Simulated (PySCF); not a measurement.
# BHO2 (oxoborinic acid) at BCCD(T)/STO-6G

Aim: the energy change on altering one bond length of BHO2 (oxoborinic acid) at BCCD(T)/STO-6G, from 2 runs. Input form: a Python script.

The results are computed with PySCF 2.14.0.

6 further runs of the same task are left out: 6 set aside as unsound or not needed.

## 1. The molecule

BHO2 has 4 atoms, charge 0, and is taken as a singlet. SMILES: `O=BO`. Geometry: relaxed at PBE0-D4/def2-TZVP.

Bond lengths: O1–B2 1.210 Å, B2–O3 1.322 Å, O3–H4 0.960 Å. Angles: O1–B2–O3 177.5°, B2–O3–H4 117.0°.

## 2. A single-point energy at BCCD(T)/STO-6G

Input file calc.py:

```python
# O=BO
from pyscf import gto, scf, cc
from pyscf.cc.bccd import bccd_kernel_

molecule = gto.M(
    atom=[
    ('O', (-1.555100, 0.523500, 0.428500)),
    ('B', (-0.423900, 0.132000, 0.248600)),
    ('O', (0.816700, -0.302000, 0.108600)),
    ('H', (1.162300, -0.353500, -0.785700)),
],
    basis='sto-6g',
    spin=0,
    charge=0,
    verbose=3,
    max_memory=1860,
)

mf = scf.RHF(molecule)
mf.conv_tol = 1e-10
mf.kernel()
if not mf.converged:
    mf = mf.newton().run(mf.mo_coeff, mf.mo_occ)

mycc = cc.CCSD(mf, frozen=3).run()
mycc = bccd_kernel_(mycc, diis=True)
e_t = mycc.ccsd_t()
etot = mycc.e_tot + e_t
print('E(%s) = %.9f' % ('BCCD(T)', etot))
```

Run with:

```
$ OMP_NUM_THREADS=1 python calc.py
```

Log:

```text
converged SCF energy = -174.374346146647
E(CCSD) = -174.5398784106006  E_corr = -0.1655322639532033
BCCD loop starts.

******** <class 'pyscf.cc.ccsd.CCSD'> ********
CC2 = 0
CCSD nocc = 8, nmo = 13
frozen orbitals 3
max_cycle = 50
direct = 0
conv_tol = 1e-07
conv_tol_normt = 1e-05
diis_space = 6
diis_start_cycle = 0
diis_start_energy_diff = 1e+09
Init E_corr(CCSD) = -0.159427787970813
cycle = 1  E_corr(CCSD) = -0.188144475225517  dE = -0.0287166873  norm(t1,t2) = 0.103238
cycle = 2  E_corr(CCSD) = -0.175563770407293  dE = 0.0125807048  norm(t1,t2) = 0.0228155
cycle = 3  E_corr(CCSD) = -0.178313596898982  dE = -0.00274982649  norm(t1,t2) = 0.0116443
cycle = 4  E_corr(CCSD) = -0.178152732131214  dE = 0.000160864768  norm(t1,t2) = 0.00288802
cycle = 5  E_corr(CCSD) = -0.178062905176367  dE = 8.98269548e-05  norm(t1,t2) = 0.000558365
cycle = 6  E_corr(CCSD) = -0.178033523781796  dE = 2.93813946e-05  norm(t1,t2) = 0.000278577
cycle = 7  E_corr(CCSD) = -0.178027543639889  dE = 5.98014191e-06  norm(t1,t2) = 7.15616e-05
cycle = 8  E_corr(CCSD) = -0.178028683263585  dE = -1.1396237e-06  norm(t1,t2) = 2.10274e-05
cycle = 9  E_corr(CCSD) = -0.178028642529048  dE = 4.07345364e-08  norm(t1,t2) = 9.43679e-06
CCSD converged
E(CCSD) = -174.5366660711213  E_corr = -0.1780286425290484
BCC iter:    0  E:    -174.536666071121  dE:    3.212e-03  |t1|:    2.283e-02

******** <class 'pyscf.cc.ccsd.CCSD'> ********
CC2 = 0
CCSD nocc = 8, nmo = 13
frozen orbitals 3
max_cycle = 50
direct = 0
conv_tol = 1e-07
conv_tol_normt = 1e-05
diis_space = 6
diis_start_cycle = 0
diis_start_energy_diff = 1e+09
Init E_corr(CCSD) = -0.174735211836013
cycle = 1  E_corr(CCSD) = -0.170440723878607  dE = 0.00429448796  norm(t1,t2) = 0.0257165
cycle = 2  E_corr(CCSD) = -0.173060625993226  dE = -0.00261990211  norm(t1,t2) = 0.00523907
cycle = 3  E_corr(CCSD) = -0.172519471742144  dE = 0.000541154251  norm(t1,t2) = 0.00265012
cycle = 4  E_corr(CCSD) = -0.172528146589566  dE = -8.67484742e-06  norm(t1,t2) = 0.000384218
cycle = 5  E_corr(CCSD) = -0.172544588087174  dE = -1.64414976e-05  norm(t1,t2) = 9.64202e-05
cycle = 6  E_corr(CCSD) = -0.17255086609635  dE = -6.27800918e-06  norm(t1,t2) = 3.7217e-05
cycle = 7  E_corr(CCSD) = -0.172551734421754  dE = -8.68325404e-07  norm(t1,t2) = 8.22405e-06
cycle = 8  E_corr(CCSD) = -0.172551709034953  dE = 2.53868007e-08  norm(t1,t2) = 2.4168e-06
CCSD converged
E(CCSD) = -174.5374127627997  E_corr = -0.1725517090349529
BCC iter:    1  E:    -174.537412762800  dE:   -7.467e-04  |t1|:    1.777e-03

******** <class 'pyscf.cc.ccsd.CCSD'> ********
CC2 = 0
CCSD nocc = 8, nmo = 13
frozen orbitals 3
max_cycle = 50
direct = 0
conv_tol = 1e-07
conv_tol_normt = 1e-05
diis_space = 6
diis_start_cycle = 0
diis_start_energy_diff = 1e+09
Init E_corr(CCSD) = -0.172641136211064
cycle = 1  E_corr(CCSD) = -0.172893494685566  dE = -0.000252358475  norm(t1,t2) = 0.00198124
cycle = 2  E_corr(CCSD) = -0.17274353461814  dE = 0.000149960067  norm(t1,t2) = 0.00042679
cycle = 3  E_corr(CCSD) = -0.172779399764927  dE = -3.58651468e-05  norm(t1,t2) = 0.000230431
cycle = 4  E_corr(CCSD) = -0.172780837539993  dE = -1.43777507e-06  norm(t1,t2) = 3.88685e-05
cycle = 5  E_corr(CCSD) = -0.172780040626885  dE = 7.96913108e-07  norm(t1,t2) = 7.15669e-06
cycle = 6  E_corr(CCSD) = -0.172779708981893  dE = 3.31644992e-07  norm(t1,t2) = 2.75706e-06
cycle = 7  E_corr(CCSD) = -0.172779629461565  dE = 7.95203281e-08  norm(t1,t2) = 7.30915e-07
CCSD converged
E(CCSD) = -174.5373697272889  E_corr = -0.1727796294615647
BCC iter:    2  E:    -174.537369727289  dE:    4.304e-05  |t1|:    1.439e-04

******** <class 'pyscf.cc.ccsd.CCSD'> ********
CC2 = 0
CCSD nocc = 8, nmo = 13
frozen orbitals 3
max_cycle = 50
direct = 0
conv_tol = 1e-07
conv_tol_normt = 1e-05
diis_space = 6
diis_start_cycle = 0
diis_start_energy_diff = 1e+09
Init E_corr(CCSD) = -0.17278265257737
cycle = 1  E_corr(CCSD) = -0.172787029074164  dE = -4.37649679e-06  norm(t1,t2) = 0.000139141
cycle = 2  E_corr(CCSD) = -0.172785806029746  dE = 1.22304442e-06  norm(t1,t2) = 2.5725e-05
cycle = 3  E_corr(CCSD) = -0.172785247364231  dE = 5.58665516e-07  norm(t1,t2) = 1.46393e-05
cycle = 4  E_corr(CCSD) = -0.172785097905891  dE = 1.4945834e-07  norm(t1,t2) = 3.67865e-06
cycle = 5  E_corr(CCSD) = -0.172784974514695  dE = 1.23391196e-07  norm(t1,t2) = 7.61114e-07
cycle = 6  E_corr(CCSD) = -0.172785028102837  dE = -5.35881418e-08  norm(t1,t2) = 2.96815e-07
CCSD converged
E(CCSD) = -174.5373693721913  E_corr = -0.172785028102837
BCC iter:    3  E:    -174.537369372191  dE:    3.551e-07  |t1|:    9.272e-07
CCSD(T) correction = -0.0132610884953443
E(BCCD(T)) = -174.550630461
```

It took 0.97 s on 1 thread of Intel Xeon 6975P-C (Granite Rapids), shared host; peak memory 0.1 GiB.

## 3. The distorted shape at the same level

Input file start.xyz:

```xyz
4
BHO2
O     -1.624233     0.533802     0.607393
B     -0.493033     0.142302     0.427493
O      0.747567    -0.291698     0.287493
H      1.162300    -0.353500    -0.785700
```

Input file run.py:

```python
from pyscf import gto, scf, cc
from pyscf.cc.bccd import bccd_kernel_

system = gto.M(
    atom='start.xyz',
    spin=0,
    verbose=3,
    max_memory=1860,
    basis='sto-6g',
)

hf = scf.RHF(system)
hf.conv_tol = 1e-10
hf.kernel()
if not hf.converged:
    hf = hf.newton().run(hf.mo_coeff, hf.mo_occ)

mycc = cc.CCSD(hf, frozen=3).run()
mycc = bccd_kernel_(mycc, diis=True)
e_t = mycc.ccsd_t()
e_final = mycc.e_tot + e_t
print('E(%s) = %.9f' % ('BCCD(T)', e_final))
```

Run with:

```
$ OMP_NUM_THREADS=1 python run.py
```

Log:

```text
converged SCF energy = -174.347868924577
E(CCSD) = -174.5271200854524  E_corr = -0.179251160875255
BCCD loop starts.

******** <class 'pyscf.cc.ccsd.CCSD'> ********
CC2 = 0
CCSD nocc = 8, nmo = 13
frozen orbitals 3
max_cycle = 50
direct = 0
conv_tol = 1e-07
conv_tol_normt = 1e-05
diis_space = 6
diis_start_cycle = 0
diis_start_energy_diff = 1e+09
Init E_corr(CCSD) = -0.172864051797891
cycle = 1  E_corr(CCSD) = -0.203009304839072  dE = -0.030145253  norm(t1,t2) = 0.106773
cycle = 2  E_corr(CCSD) = -0.190022785512955  dE = 0.0129865193  norm(t1,t2) = 0.0236927
cycle = 3  E_corr(CCSD) = -0.192846828234084  dE = -0.00282404272  norm(t1,t2) = 0.0125618
cycle = 4  E_corr(CCSD) = -0.192679422995501  dE = 0.000167405239  norm(t1,t2) = 0.00337275
cycle = 5  E_corr(CCSD) = -0.192557969863532  dE = 0.000121453132  norm(t1,t2) = 0.000846206
cycle = 6  E_corr(CCSD) = -0.192516331920459  dE = 4.16379431e-05  norm(t1,t2) = 0.000455017
cycle = 7  E_corr(CCSD) = -0.192510584235873  dE = 5.74768459e-06  norm(t1,t2) = 0.000135989
cycle = 8  E_corr(CCSD) = -0.19251162452204  dE = -1.04028617e-06  norm(t1,t2) = 5.43156e-05
cycle = 9  E_corr(CCSD) = -0.192513923150228  dE = -2.29862819e-06  norm(t1,t2) = 2.35105e-05
cycle = 10  E_corr(CCSD) = -0.192514113240631  dE = -1.90090403e-07  norm(t1,t2) = 6.45474e-06
cycle = 11  E_corr(CCSD) = -0.192514278762214  dE = -1.65521583e-07  norm(t1,t2) = 2.26792e-06
cycle = 12  E_corr(CCSD) = -0.192514262757606  dE = 1.60046081e-08  norm(t1,t2) = 8.62396e-07
CCSD converged
E(CCSD) = -174.5238471636239  E_corr = -0.1925142627576057
BCC iter:    0  E:    -174.523847163624  dE:    3.273e-03  |t1|:    2.355e-02

******** <class 'pyscf.cc.ccsd.CCSD'> ********
CC2 = 0
CCSD nocc = 8, nmo = 13
frozen orbitals 3
max_cycle = 50
direct = 0
conv_tol = 1e-07
conv_tol_normt = 1e-05
diis_space = 6
diis_start_cycle = 0
diis_start_energy_diff = 1e+09
Init E_corr(CCSD) = -0.189052488850429
cycle = 1  E_corr(CCSD) = -0.184532128423573  dE = 0.00452036043  norm(t1,t2) = 0.0264497
cycle = 2  E_corr(CCSD) = -0.187267257989095  dE = -0.00273512957  norm(t1,t2) = 0.00538155
cycle = 3  E_corr(CCSD) = -0.186706328496794  dE = 0.000560929492  norm(t1,t2) = 0.00279865
cycle = 4  E_corr(CCSD) = -0.186718656038694  dE = -1.23275419e-05  norm(t1,t2) = 0.000436909
cycle = 5  E_corr(CCSD) = -0.186738039555641  dE = -1.93835169e-05  norm(t1,t2) = 0.000121072
cycle = 6  E_corr(CCSD) = -0.186747057887268  dE = -9.01833163e-06  norm(t1,t2) = 5.20561e-05
cycle = 7  E_corr(CCSD) = -0.186747676939675  dE = -6.19052407e-07  norm(t1,t2) = 1.59779e-05
cycle = 8  E_corr(CCSD) = -0.186748025676588  dE = -3.48736913e-07  norm(t1,t2) = 7.22194e-06
cycle = 9  E_corr(CCSD) = -0.186747611874748  dE = 4.1380184e-07  norm(t1,t2) = 3.04425e-06
cycle = 10  E_corr(CCSD) = -0.186747566413867  dE = 4.54608812e-08  norm(t1,t2) = 9.13934e-07
CCSD converged
E(CCSD) = -174.5246119538996  E_corr = -0.1867475664138671
BCC iter:    1  E:    -174.524611953900  dE:   -7.648e-04  |t1|:    1.904e-03

******** <class 'pyscf.cc.ccsd.CCSD'> ********
CC2 = 0
CCSD nocc = 8, nmo = 13
frozen orbitals 3
max_cycle = 50
direct = 0
conv_tol = 1e-07
conv_tol_normt = 1e-05
diis_space = 6
diis_start_cycle = 0
diis_start_energy_diff = 1e+09
Init E_corr(CCSD) = -0.186849811946293
cycle = 1  E_corr(CCSD) = -0.187135102578679  dE = -0.000285290632  norm(t1,t2) = 0.00216085
cycle = 2  E_corr(CCSD) = -0.186964506957978  dE = 0.000170595621  norm(t1,t2) = 0.000465116
cycle = 3  E_corr(CCSD) = -0.187005686722246  dE = -4.11797643e-05  norm(t1,t2) = 0.000249507
cycle = 4  E_corr(CCSD) = -0.187007119133811  dE = -1.43241156e-06  norm(t1,t2) = 3.90712e-05
cycle = 5  E_corr(CCSD) = -0.18700630406959  dE = 8.15064221e-07  norm(t1,t2) = 8.33243e-06
cycle = 6  E_corr(CCSD) = -0.18700579775199  dE = 5.063176e-07  norm(t1,t2) = 3.50309e-06
cycle = 7  E_corr(CCSD) = -0.18700571893553  dE = 7.88164602e-08  norm(t1,t2) = 1.03096e-06
CCSD converged
E(CCSD) = -174.5245641896094  E_corr = -0.18700571893553
BCC iter:    2  E:    -174.524564189609  dE:    4.776e-05  |t1|:    1.845e-04

******** <class 'pyscf.cc.ccsd.CCSD'> ********
CC2 = 0
CCSD nocc = 8, nmo = 13
frozen orbitals 3
max_cycle = 50
direct = 0
conv_tol = 1e-07
conv_tol_normt = 1e-05
diis_space = 6
diis_start_cycle = 0
diis_start_energy_diff = 1e+09
Init E_corr(CCSD) = -0.187008670791707
cycle = 1  E_corr(CCSD) = -0.187012564703067  dE = -3.89391136e-06  norm(t1,t2) = 0.000181603
cycle = 2  E_corr(CCSD) = -0.187012426448387  dE = 1.3825468e-07  norm(t1,t2) = 3.28434e-05
cycle = 3  E_corr(CCSD) = -0.18701132872378  dE = 1.09772461e-06  norm(t1,t2) = 1.78931e-05
cycle = 4  E_corr(CCSD) = -0.187011104645762  dE = 2.24078017e-07  norm(t1,t2) = 4.20148e-06
cycle = 5  E_corr(CCSD) = -0.187010924580275  dE = 1.80065487e-07  norm(t1,t2) = 1.08552e-06
cycle = 6  E_corr(CCSD) = -0.187010981725409  dE = -5.71451339e-08  norm(t1,t2) = 5.09095e-07
CCSD converged
E(CCSD) = -174.5245641254817  E_corr = -0.1870109817254091
BCC iter:    3  E:    -174.524564125482  dE:    6.413e-08  |t1|:    1.946e-06
CCSD(T) correction = -0.0136794028722352
E(BCCD(T)) = -174.538243528
```

Run time: 1.3 s. Hardware: 1 thread of Intel Xeon 6975P-C (Granite Rapids), shared host; peak memory 0.1 GiB.

## 4. Results

At BCCD(T)/STO-6G, 3 core orbitals frozen:

| quantity | value |
| --- | --- |
| first shape: total energy | -174.55063 Eh |
| first shape: correlation energy (3 core orbitals frozen) | -176.3 mEh |
| first shape: (T) correction | -13.26 mEh |
| distorted shape: total energy | -174.53824 Eh |
| distorted shape: correlation energy (3 core orbitals frozen) | -190.4 mEh |
| distorted shape: (T) correction | -13.68 mEh |
| energy change with the O3–H4 bond stretched from 0.960 to 1.152 Å | 0.337 eV |

**Reading.** With the O3–H4 bond stretched from 0.960 to 1.152 Å the energy rises by 0.34 eV (7.8 kcal/mol). The first shape isn't relaxed at this level, so the change isn't measured from a minimum. The minimal basis adds a large error of its own. The triples (first shape) make up 7.5 % of the correlation energy. The triples (distorted shape) make up 7.2 % of the correlation energy.
